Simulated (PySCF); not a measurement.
C3H8. Atoms are numbered in the order given.

```xyz
11

C      1.2754     0.0000     0.2586
C      0.0000     0.0000    -0.5840
C     -1.2754     0.0000     0.2586
H      2.1800     0.0000    -0.3704
H      1.3222    -0.8885     0.9108
H      1.3222     0.8885     0.9108
H      0.0000     0.8807    -1.2506
H      0.0000    -0.8807    -1.2506
H     -2.1800     0.0000    -0.3704
H     -1.3222     0.8885     0.9108
H     -1.3222    -0.8885     0.9108
```

Geometry optimised at B3LYP-D3(BJ)/def2-SVP.

Calculation: HF/pcSseg-1 in PySCF.

GIAO shieldings, no solvent; atoms alike by connectivity are averaged. δ = σ(ref) − σ: ¹³C against TMS (σ = 192.6 ppm); ¹H against TMS (σ = 31.99 ppm), references at their B3LYP-D3(BJ)/def2-TZVP geometries, non-relativistic.

| nucleus | atoms | count | δ (ppm) |
|---|---|---|---|
| ¹³C | C2 | 1 | 19.8 |
| ¹³C | C1, C3 | 2 | 19.7 |
| ¹H | H7, H8 | 2 | 1.47 |
| ¹H | H4, H5, H6, H9, H10, H11 | 6 | 1.32 |
